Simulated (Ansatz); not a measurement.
Process, species as SMILES: CCl (CH3-Cl) → [CH3] (CH3) + Cl atom
B3LYP-D3(BJ)/def2-TZVP geometries, fixed; electronic energies without zero-point terms.

The bond dissociation energy at MP2 with Ansatz (a quantum-chemistry and plane-wave program), in kcal/mol, split into its Hartree-Fock and correlation parts. Cores are frozen. Open shells are unrestricted. No added dispersion term, no relativity. Functions are those of the species that has most.

```tsv
basis	X	functions	Hartree-Fock	MP2
aug-cc-pV(D+d)Z	2	82	53.44	85.63
aug-cc-pV(T+d)Z	3	170	53.75	90.61
aug-cc-pV(Q+d)Z	4	307	53.80	92.24
```

Worked estimate of the basis-set limit from each neighbouring pair, with Hartree-Fock from the larger set and the correlation part extrapolated as X^-3.
Correlation parts: X = 2: 32.19, X = 3: 36.86, X = 4: 38.44.
- (2,3): (27·(36.86) - 8·(32.19))/19 = 38.83; with Hartree-Fock 53.75 the estimate is 92.58 kcal/mol.
- (3,4): (64·(38.44) - 27·(36.86))/37 = 39.59; with Hartree-Fock 53.80 the estimate is 93.39 kcal/mol.
The last two estimates differ by 0.82 kcal/mol; the largest set lies 1.15 from the last. Over the last step Hartree-Fock moves by 0.05 and the correlation part by 1.58.
